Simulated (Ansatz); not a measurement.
```yaml
crystal:
  periodic: [false, false, false]
  atoms:
    - {symbol: Cl, position_ang: [-2.543493, -0.629061, -0.669882]}
    - {symbol: C, position_ang: [-0.421972, 0.117145, -0.714461]}
    - {symbol: C, position_ang: [0.371655, 0.695653, 0.829957]}
    - {symbol: C, position_ang: [0.864327, -0.740136, 0.265574]}
    - {symbol: H, position_ang: [-0.202480, 0.671356, -1.932809]}
    - {symbol: H, position_ang: [0.401925, 1.655772, 1.772639]}
    - {symbol: H, position_ang: [1.606539, -1.855729, 0.391857]}
basis:
  gaussian: {orbitals: "6-31++G**"}
magnetization: {spin_polarized: true, initial_magnetization: 1}
hamiltonian: {xc: {name: r2SCAN50}}
```

```sh
$ ansatz run in.yaml --threads 2 --pin off --events-out ev --progress --plain --max-ram 4352MiB
```

Shortened log:

```
Error: a molecule whose nuclei and cores have a total charge of 38 cannot have a net charge of 0 together with 1 unpaired electrons
```

In this input the number of unpaired electrons doesn't fit the electron count. The input was rejected before any iteration.
